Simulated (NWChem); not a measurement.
**pyrazine (C$_{4}$H$_{4}$N$_{2}$)**

```xyz
10

C     -0.7034     0.0000     1.1382
C      0.7034     0.0000     1.1382
N      1.4147     0.0000     0.0000
C      0.7034     0.0000    -1.1382
C     -0.7034     0.0000    -1.1382
N     -1.4147     0.0000     0.0000
H     -1.2678     0.0000     2.0884
H      1.2678     0.0000     2.0884
H      1.2678     0.0000    -2.0884
H     -1.2678     0.0000    -2.0884
```
Charge 0, spin multiplicity 1.

Everything below was run with NWChem. The geometry was optimised at PBE/def2-SVP, a minimum by its harmonic frequencies.

No SCF solution was tested for a lower state.

Worked example. At TPSS/def2-SVP the molecule has a total energy of -264.17467 Ha and the free atoms (multiplicities C 3, N 4, H 2) C -37.82067, N -54.54807, H -0.49926 Ha. The electronic atomisation energy is the atoms' sum less the molecule's energy.

4·(-37.82067) + 2·(-54.54807) + 4·(-0.49926) = -262.37586 Ha for the atoms; less the molecule's energy this leaves 1.79881 Ha, or 1128.8 kcal/mol (4723 kJ/mol), without zero-point, thermal or spin-orbit terms.
